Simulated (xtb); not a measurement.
xtb input:

```bash
xtb mol.xyz --gfn 2 --ohess tight --chrg 0 --uhf 0
```
mol.xyz:
```
4

P      0.03807433    -0.00225707     0.59741144
H     -0.01747566     1.20558911    -0.20027703
H      1.02844281    -0.63047479    -0.18738786
H     -1.06364499    -0.59239523    -0.16160524
```

Task: Predict the final energy.

Result: -4.02887 Eh (GFN2-xTB).
